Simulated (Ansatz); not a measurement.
# H₃NaSSi: one structure at several levels

An exercise on one series of results from a longer session: the logs are not shown, and one member is left open.

The runs use Ansatz 0.2.0, Gaussian basis; single points in def2-TZVPP.

Correlated methods freeze the cores. The outer core shell of Li, Na, Mg and K is correlated.

## The starting structure

SMILES `[Na][S][SiH3]`, 6 atoms, charge 0, spin multiplicity 1.

Atoms are counted from 1 here; the program's logs count them from 0.

Bond lengths: Na1–S2 2.589 Å, S2–Si3 2.065 Å, Si3–H4 1.465 Å, Si3–H5 1.503 Å, Si3–H6 1.354 Å. Angles: Na1–S2–Si3 120.1°, S2–Si3–H4 106.9°, S2–Si3–H5 108.3°, S2–Si3–H6 111.6°, H4–Si3–H5 112.7°, H4–Si3–H6 106.4°, H5–Si3–H6 110.9°.

Coordinates:

| atom | x (Å) | y (Å) | z (Å) |
| --- | --- | --- | --- |
| Na1 | -1.90480 | -2.45760 | 1.01900 |
| S2 | -1.36130 | -0.29210 | -0.29100 |
| Si3 | 0.51330 | 0.56140 | -0.14860 |
| H4 | 1.46740 | -0.41320 | -0.68230 |
| H5 | 0.50570 | 1.84980 | -0.92330 |
| H6 | 0.86560 | 0.77600 | 1.14140 |

Set-up of the first run:

The input, run/in.yaml:

```yaml
crystal:
  periodic: [false, false, false]
  atoms:
    - {symbol: Na, position_ang: [-1.904800, -2.457600, 1.019000]}
    - {symbol: S, position_ang: [-1.361300, -0.292100, -0.291000]}
    - {symbol: Si, position_ang: [0.513300, 0.561400, -0.148600]}
    - {symbol: H, position_ang: [1.467400, -0.413200, -0.682300]}
    - {symbol: H, position_ang: [0.505700, 1.849800, -0.923300]}
    - {symbol: H, position_ang: [0.865600, 0.776000, 1.141400]}
basis:
  gaussian: {orbitals: def2-TZVPP}
correlation: {method: ccsd_t}
output: {forces: true}
```

No record of the launch command was kept for these runs.

Among the steps run: CCSD(T)/def2-TZVPP; PBE0-D4/def2-TZVPP; wB97M-V/def2-TZVPP; r2SCAN-D4/def2-TZVPP; PBE-D4/def2-TZVPP; HSE06-D4/def2-TZVPP; revPBE-D4/def2-TZVPP.

One table of the session follows, with a row left open; its other results are not shown here.

| method | RMS force component (eV/Å) | angle to CCSD(T) forces (°) | dipole (D) |
| --- | --- | --- | --- |
| CCSD(T) | 1.100 | reference | 9.73 |
| PBE0-D4 | 1.114 | 2.8 | 9.42 |
| wB97M-V | ? | ? | ? |
| r2SCAN-D4 | 1.107 | 2.6 | 9.59 |
| PBE-D4 | 1.127 | 5.1 | 8.95 |
| HSE06-D4 | 1.114 | 2.7 | 9.40 |
| revPBE-D4 | 1.131 | 6.0 | 8.99 |

Q: Estimate the row for wB97M-V from the others.

**Answer.** RMS force component (eV/Å): 1.069; angle to CCSD(T) forces (°): 1.8; dipole (D): 9.49. In the column «RMS force component (eV/Å)» it is the lowest.
